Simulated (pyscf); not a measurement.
:HSi–O–AsH₂ [singlet] + hydrogen (H₂) → HO–AsH₂ + silylene (SiH₂) [singlet], a four-centre exchange (singlet surface; O–Si, H–H broken, H–O, H–Si formed). Structures and frequencies: ωB97X-D3(BJ)/def2-SVP in PySCF. Energies in kcal/mol from the separated reactants.

Small-basis levels: PySCF, no dispersion term, spherical d functions. 

**Question.** In single points B3LYP/6-31G*+LANL2DZ puts the saddle at 34.1 kcal/mol and the reaction energy at +31.7 kcal/mol. Should these be trusted to within a few kcal/mol? Compare with ωB97M-D3(BJ)/def2-TZVP.

**Answer.** ωB97M-D3(BJ)/def2-TZVP gives ΔE‡ = 30.3 kcal/mol and ΔE = +30.6 kcal/mol. B3LYP/6-31G*+LANL2DZ lies 3.8 kcal/mol over it in the barrier and 1.1 kcal/mol over it in the reaction energy, so on this step it does not hold to within 3.0 kcal/mol. ωB97M-D3(BJ)/def2-TZVP has limits of its own. On the product side the descent ends in an adduct with a O–Si contact, 23.2 kcal/mol under the separated species and 21.3 kcal/mol under the saddle at ωB97X-D3(BJ)/def2-TZVP. At ωB97M-D3(BJ) the saddle lies under the separated products, which points to a path from their complex (located at ωB97X-D3(BJ) alone), and parting the products costs more than the saddle. What is counted as broken (O–Si) persists as a longer contact in the product adduct; parting that adduct is a step of its own. At the saddle there is also a short H–Si contact that neither side keeps. :HSi–O–AsH₂ [singlet] lies 25.0 kcal/mol over its isomer HO–SiH=AsH (electronic energy, ωB97M-D3(BJ)/def2-TZVP). This is the saddle that the search found; another between the same sides may lie lower. In the def2 sets elements up to Kr have no core potential.
